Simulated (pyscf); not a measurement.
Elementary routes open to HS–Ga(Cl)–Cl (SMILES [SH][Ga]([Cl])[Cl]) + H• (SMILES [H]) in the gas phase (doublet surface):
A. H₂S (SMILES S) + [Cl–Ga–Cl]• (SMILES [Cl][Ga][Cl]) (Ga–S broken; H–S formed)
B. •S–Ga(Cl)–Cl (SMILES [S][Ga]([Cl])[Cl]) + H₂ (SMILES [H][H]) (H–S broken; H–H formed)
C. [HS–Ga–Cl]• (SMILES [SH][Ga][Cl]) + HCl (SMILES Cl) (Cl–Ga broken; Cl–H formed)

Single points on ωB97X-D3(BJ)/def2-SVP structures (PySCF, gas phase).

Problem. Rank the routes by free-energy barrier at 1200 K, lowest first, for ωB97M-D3(BJ)/def2-TZVP energies (ideal gas, 1 atm, RRHO with modes under 100 cm⁻¹ raised to 100, one conformer, R ln 2 for chiral ones without a mode under 150 cm⁻¹).

Solution. B (28.9 kcal/mol), A (32.0 kcal/mol), C (40.1 kcal/mol)

Route B is the fastest of these, ahead of the next by 3.0 kcal/mol. The most stable products are those of A (ΔG = -19.1 kcal/mol), whose barrier is 3.0 kcal/mol higher: the kinetic and the thermodynamic product differ. At 298 K B is still the fastest. A: On the product side the descent ends in an adduct with a Ga–S contact, 13.1 kcal/mol under the separated species and 25.4 kcal/mol under the saddle at ωB97X-D3(BJ)/def2-TZVP. C: On the product side the descent ends in a complex (not fully relaxed), 5.8 kcal/mol under the separated species and 23.9 kcal/mol under the saddle at ωB97X-D3(BJ)/def2-TZVP. Only these routes are compared; each barrier is that of the saddle found, and lower ones may exist. Elements up to Kr have no core potential and no relativistic terms here.
